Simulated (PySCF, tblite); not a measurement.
## Complex of Na+ and 2 × water

A gas-phase complex of Na+ and 2 × water; charge +1, singlet. The structure comes from a short search (6 tight-binding starts) and was relaxed by PBE0-D3(BJ)/def2-TZVPD; another way of binding may lie lower. No frequency run checks that it is a minimum.

```csv
part,name,SMILES,atoms,charge,multiplicity
1,Na+,[Na+],1,+1,1
2,water,O,2–4,0,1
3,water,O,5–7,0,1
```

```
atom  part  x (Å)   y (Å)   z (Å)
 Na1     1  0.307   0.235  -0.852
  O2     2  0.934   2.363  -1.120
  H3     2  0.383   3.152  -1.133
  H4     2  1.833   2.685  -1.247
  O5     3  0.285  -1.880  -1.578
  H6     3  0.526  -2.679  -1.098
  H7     3  0.031  -2.184  -2.455
```

| contact | kind (by geometry) | distance (Å) | angle (°) |
| --- | --- | --- | --- |
| Na1···O2 | ion contact | 2.235 | - |
| Na1···O5 | ion contact | 2.236 | - |

Interaction energies are complex less parts, with the parts frozen as they stand in it; counterpoise-corrected, in kcal/mol (PySCF).

(1) Give the interaction energy at each level run.

(2) What holds them together? Decompose the wB97M-D3(BJ)/def2-TZVPD energy: frozen parts, their antisymmetrised product, then relaxation.

(3) Are the pair energies additive?

The parts were also relaxed and run alone, at the levels used for the complex: shieldings by PBE0/pcSseg-2; core levels by delta-SCF with SCAN, pcX-2 on the ionised atom and pcseg-1 elsewhere, spin-free X2C.

Values alone: shielding of Na1 (ppm): 623.7; shielding of O2 (ppm): 329.1; shielding of O5 (ppm): 329.1; Na1 1s core level (eV): 1088.42; O2 1s core level (eV): 539.76.

(4) How do these values change when the complex forms?

Answers

(1) 
```json
{"level": "wB97M-D3(BJ)/def2-TZVPD", "interaction": "-45.83", "superposition error removed": "-0.16"}
{"level": "PBE0-D3(BJ)/def2-TZVPD", "interaction": "-46.34", "superposition error removed": "-0.18"}
```

(2) electrostatic -47.9, Pauli repulsion +14.7, orbital relaxation -11.7, dispersion correction -1.1 kcal/mol, which sum to the value before the counterpoise correction; the Pauli term holds the exchange-correlation of the frozen density too. Of the attraction, 79 % is electrostatic, 19 % is orbital relaxation, 2 % is dispersion correction.

(3) The pairs sum to -47.66 kcal/mol (1–2 -24.3, 1–3 -24.3, 2–3 0.9); the rest of +1.83 is a many-body weakening.

(4) 
| property | alone | in the complex | change |
| --- | --- | --- | --- |
| shielding of Na1 (ppm) | 623.7 | 583.7 | -40.0 |
| shielding of O2 (ppm) | 329.1 | 333.2 | +4.1 |
| shielding of O5 (ppm) | 329.1 | 333.2 | +4.0 |
| Na1 1s core level (eV) | 1088.42 | 1084.56 | -3.87 |
| O2 1s core level (eV) | 539.76 | 545.15 | +5.39 |
